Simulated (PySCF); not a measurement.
Computed with PySCF with ωB97X-D3(BJ)/def2-TZVP // PBE0-D3(BJ)/def2-TZVP. Isolated molecules, 0 K electronic values unless said otherwise. Delta-SCF ions had no search for a lower state. Excitations are Tamm–Dancoff values on a coarser integration grid. The basis has no diffuse functions, so Rydberg states are missing or too high.

Reference species (SMILES): `[Cl][Al]([Cl])[Cl]` (neutral, multiplicity 1).

```
Item                                        Value
--------------------------------------  ---------
S1 oscillator strength                      0.000
vertical ionisation energy (Delta-SCF)   12.07 eV
T1 excitation (TDA)                       7.03 eV
HOMO                                    -11.87 eV
```

After one change: the S1 oscillator strength hardly moves; the vertical ionisation energy (Delta-SCF) falls by 2.06 eV; the T1 excitation (TDA) falls by 2.04 eV; the HOMO rises by 1.88 eV.

Name the change that produced these shifts. The new species is one of these.
(A) `[Cl][Al]([I])[I]`
(B) `[Cl][Al]([Cl])[I]`
(C) `[I][Al]([I])[I]`

C, `[I][Al]([I])[I]`
